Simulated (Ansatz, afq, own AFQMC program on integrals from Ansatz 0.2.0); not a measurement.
# AlGeH2, doublet in cc-pVDZ along one coordinate

```json
{"atom": "Ge", "x (Å)": "0.0000", "y (Å)": "0.0033", "z (Å)": "0.6730"}
{"atom": "Al", "x (Å)": "0.0000", "y (Å)": "-0.0735", "z (Å)": "-1.6769"}
{"atom": "H", "x (Å)": "0.0000", "y (Å)": "1.3546", "z (Å)": "-0.4035"}
{"atom": "H", "x (Å)": "0.0000", "y (Å)": "0.3737", "z (Å)": "-3.2099"}
```

The Al2–H4 distance is changed with both sides rigid. Energies in kcal/mol count from this geometry (1.597 Å) at the same level; the start stands on UHF, each point on the determinant named.

Basis cc-pVDZ. Only valence electrons are correlated. AFQMC by an in-house program on the Cholesky factors that Ansatz 0.2.0 writes for its CCSD(T) run. The CISD trial takes its coefficients from CCSD amplitudes. Released means that phaseless walkers are propagated on without the constraint, phases kept. ± is one standard error of the sampling. No spin–orbit coupling.

Cautions, each for one point or more: CCSDT(Q) on the ROHF determinant differs, by its state or its frozen core; higher spins were not checked; inner d shell frozen; no relativity below Rb; no spin-orbit coupling; the ph-AFQMC/CISD walk drifts between its halves; unrestricted determinant spin contaminated; walk and cluster series may follow different spin states.

| r(Al2–H4) / Å | det. | T1 | weight | ⟨S²⟩ | PBE0 | CCSD | CCSD(T) |
| --- | --- | --- | --- | --- | --- | --- | --- |
| 1.247 | UHF | 0.024 | 0.87 | 0.76 | 30.2 | 29.7 | 30.0 |
| 1.962 | UHF | 0.030 | 0.85 | 0.78 | 11.5 | 12.2 | 11.8 |
| 3.429 | UHF¶ | 0.035 | 0.85 | 1.80 | 60.9§ | 59.7 | 59.9 |
| 5.370 | UHF¶ | 0.034 | 0.86 | 1.82 | 62.9§ | 60.8 | 61.2 |

Q: Estimate the curve of CCSDT(Q), counted from the same start.

A: 
```
r(Al2–H4) / Å  det.     T1  weight  ⟨S²⟩  CCSDT(Q)  ph-AFQMC/CISD  released AFQMC
        1.247   UHF  0.024    0.87  0.76      30.0     30.0 ± 0.4     30.3 ± 0.4*
        1.962   UHF  0.030    0.85  0.78      11.6     12.0 ± 0.4     11.4 ± 0.4*
        3.429  UHF¶  0.035    0.85  1.80      59.1     58.7 ± 0.4     58.5 ± 0.5*
        5.370  UHF¶  0.034    0.86  1.82      61.2     61.5 ± 0.3     61.2 ± 0.5*
```

Weight is that of the determinant in the CISD state; at the start T1 is 0.025 and the weight 0.86, and ⟨S²⟩ is 0.76. ¶ marks points with a poor determinant and no full CI, where no value is sure; they don't count among the departures. An asterisk marks released energies that aren't shown to be converged. § marks a functional whose ⟨S²⟩ is too high by over 0.1. Largest departures from CCSDT(Q), at the points where its series has closed: CCSD(T) 0.2 kcal/mol at 1.962 (on UHF), ph-AFQMC/CISD 0.5 kcal/mol at 1.962 (on UHF) (within the noise), PBE0 0.2 kcal/mol at 1.247, CCSD 0.6 kcal/mol at 1.962 (on UHF). Functionals count only at points shown to share the start's state and spin. In this small basis the wave-function levels are far from their limit, so their gap to the functionals isn't the functionals' error.

A walk keeps the symmetry of its determinant, which the program's search chose and which needn't be the lowest solution, so a lower state of the same spin and another symmetry isn't excluded.
